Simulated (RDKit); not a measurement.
Input for RDKit: MMFF94 on C2H4 (SMILES C=C).

```python
from rdkit import Chem
from rdkit.Chem import AllChem, rdDetermineBonds

blocks = [
'''6

H    -0.92396100    1.23195600   -1.75000000
H     0.92396100    1.23195600   -1.75000000
H     0.92396100   -1.23195600   -1.75000000
H    -0.92396100   -1.23195600   -1.75000000
C     0.00000000    0.66717600   -1.75000000
C    -0.00000000   -0.66717600   -1.75000000
''',
]
mol = None
for b in blocks:
    f = Chem.MolFromXYZBlock(b)
    rdDetermineBonds.DetermineBonds(f, charge=0)
    mol = f if mol is None else Chem.CombineMols(mol, f)
Chem.SanitizeMol(mol)
print(Chem.MolToSmiles(Chem.RemoveHs(mol)))
ff = AllChem.MMFFGetMoleculeForceField(mol, AllChem.MMFFGetMoleculeProperties(mol), nonBondedThresh=100.0, ignoreInterfragInteractions=False)
e = ff.CalcEnergy()
print(f'MMFF94 energy {e:.6f} kcal/mol')
```

Output:

```
C=C
MMFF94 energy 8.228749 kcal/mol
```

The run finished.

Cost: around 0.03 core-seconds (rough).
